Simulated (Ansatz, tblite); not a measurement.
**The cluster SnO2−: one state, many levels**

An exercise on one series of results from a longer session: the logs are not shown, and one member is left open.

Method: as each input shows; program: Ansatz 0.2.0, Gaussian basis.

Levels to be run: GFN1-xTB, GFN2-xTB, PBE-D4/def2-TZVPD, r2SCAN-D4/def2-TZVPD, PBE-QIDH/def2-TZVPD, HF/def2-TZVPD, revPBE-D4/def2-TZVPD, LDA/def2-TZVPD, LC-ωPBE/def2-TZVPD, LC-ωPBE(0.10)/def2-TZVPD, LC-ωPBE(0.15)/def2-TZVPD, LC-ωPBE(0.20)/def2-TZVPD, LC-ωPBE(0.30)/def2-TZVPD, PBE-D4/def2-SVPD, PBE0-D4/def2-SVPD, CCSD(T)/def2-TZVPPD, MP2/def2-TZVPD, RPA/def2-TZVPD.

**The structure**

The doublet was relaxed beforehand with r2SCAN-D4/def2-TZVPD. At that level it is the lowest of the isomers that a small search found.

3 atoms, charge -1, spin multiplicity 2.

Bond lengths: Sn1–O2 1.901 Å, Sn1–O3 1.901 Å. Angles: O2–Sn1–O3 126.4°.

Sn takes a core potential in the def2 sets. No spin-orbit coupling is included. The ion is computed in the gas phase, without counter-ions or solvent.

PBE0-D4/def2-TZVPD was run before; its log isn't repeated, and its numbers join the tables.

Set-up of the first run:

Tight binding, by tblite at 300 K electronic temperature and without a spin-polarisation term:

```python
tblite.interface.Calculator('GFN1-xTB', numbers, positions, charge=-1, uhf=1).singlepoint()
```

Tight binding, by tblite at 300 K electronic temperature and without a spin-polarisation term:

```python
tblite.interface.Calculator('GFN2-xTB', numbers, positions, charge=-1, uhf=1).singlepoint()
```

start.molden holds the orbitals of an earlier run on this state, given as this run's starting guess.

Contents of in.yaml:

```yaml
crystal:
  periodic: [false, false, false]
  atoms:
    - {symbol: Sn, position_ang: [-0.394272, 0.413146, -0.008631]}
    - {symbol: O, position_ang: [1.421549, 0.964137, 0.111224]}
    - {symbol: O, position_ang: [-1.027278, -1.377283, -0.102593]}
basis:
  gaussian: {orbitals: def2-TZVPD, initial_orbitals: start.molden}
total_charge: -1
magnetization: {spin_polarized: true, initial_magnetization: 1}
hamiltonian: {xc: pbe, dispersion: d4}
scf: {omitted_lower_state_checks: [starts]}
output: {orbitals: {seedname: orbitals}}
```

Started as:

```
$ ansatz run in.yaml --threads 4 --pin off --events-out ev --progress --plain --max-ram 3916MiB
```

Steps of the session up to this table: PBE-D4/def2-TZVPD; r2SCAN-D4/def2-TZVPD; PBE-QIDH/def2-TZVPD; HF/def2-TZVPD; revPBE-D4/def2-TZVPD; LDA/def2-TZVPD; LC-ωPBE/def2-TZVPD; LC-ωPBE(0.10)/def2-TZVPD; LC-ωPBE(0.15)/def2-TZVPD; LC-ωPBE(0.20)/def2-TZVPD; LC-ωPBE(0.30)/def2-TZVPD; PBE-D4/def2-SVPD; PBE0-D4/def2-SVPD; CCSD(T)/def2-TZVPPD; MP2/def2-TZVPD; RPA/def2-TZVPD.

One table of the session follows, with a row left open; its other results are not shown here.

It belongs to the step «Levels side by side». 

```
                   level  HOMO (eV)  LUMO (eV)  gap (eV)
           HF/def2-TZVPD      -3.42       4.82      8.24
          LDA/def2-TZVPD      -0.27       0.43      0.70
        PBE-D4/def2-SVPD      -0.17       0.74      0.91
       PBE-D4/def2-TZVPD          ?          ?         ?
    revPBE-D4/def2-TZVPD      -0.07       0.87      0.94
    r2SCAN-D4/def2-TZVPD      -0.44       1.02      1.46
       PBE0-D4/def2-SVPD      -1.40       1.62      3.02
      PBE0-D4/def2-TZVPD      -1.34       1.65      2.99
      LC-ωPBE/def2-TZVPD      -3.80       3.45      7.25
LC-ωPBE(0.10)/def2-TZVPD      -1.59       2.09      3.67
LC-ωPBE(0.15)/def2-TZVPD      -2.15       2.55      4.70
LC-ωPBE(0.20)/def2-TZVPD      -2.62       2.87      5.49
LC-ωPBE(0.30)/def2-TZVPD      -3.31       3.25      6.56
```

Estimate the missing values for PBE-D4/def2-TZVPD.

As computed: HOMO (eV): -0.14; LUMO (eV): 0.76; gap (eV): 0.90. In the column «HOMO (eV)» it lies between PBE-D4/def2-SVPD (-0.17) and revPBE-D4/def2-TZVPD (-0.07).
